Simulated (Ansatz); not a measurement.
doublet SO₂(-): levels of theory in one basis

| atom | x (Å) | y (Å) | z (Å) |
| --- | --- | --- | --- |
| O | -0.0232 | 0.2275 | -1.3050 |
| S | -0.0368 | -0.5179 | 0.0232 |
| O | -0.0324 | 0.2744 | 1.3360 |

Basis set: def2-SVP (spherical functions). Frozen core: 7 orbitals. Correlation on ROHF uses semicanonical orbitals with singles. Charge -1, multiplicity 2.

Computed with Ansatz (development build ahead of 0.2.0); each method stands on the lowest determinant of its kind that the runs found.

| method | E − E(ROHF) (eV) | <S²> of the determinant |
| --- | --- | --- |
| ROHF | 0.00 | – |
| UHF | -0.18 | 0.77 |
| UHF-MP2 | -13.75 | 0.77 |
| ROHF-CCSD(T) | -14.37 | – |
| UHF-CCSD(T) | -14.37 | 0.77 |

(1) What does ROHF-MP2 give on the same scale?

Answers

(1) -13.85 eV.

Caution: no diffuse functions for an anion.
